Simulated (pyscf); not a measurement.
Single points on ωB97X-D3(BJ)/def2-SVP structures (PySCF, gas phase). MP2 and CC: frozen core, UHF for open shells. ΔMP2 is the change of the MP2 total energy from the triple- to the quadruple-zeta basis.

**Question.** How much does it cost (ΔH, 298 K, CCSD(T)/def2-TZVPP + ΔMP2(QZVPP)) to split Cl–SiH₂–GeH₃ (SMILES Cl[SiH2][GeH3]) at its Ge–H bond into Cl–SiH₂–GeH₂• + H•?

**Answer.** Ge–H to Cl–SiH₂–GeH₂• + H•: 348.8 kJ/mol. Other isomers of Cl–SiH₂–GeH₂• were not searched in full and may lie lower. The CCSD(T) − MP2 part came from Ansatz, without density fitting, on the same reference. The frozen core leaves the outer d or s,p core shells of the metals and heavy elements correlated in the MP2 and CC values, and def2-TZVPP describes them poorly, which can shift differences by a few kcal/mol. Elements up to Kr have no core potential and no relativistic terms here.
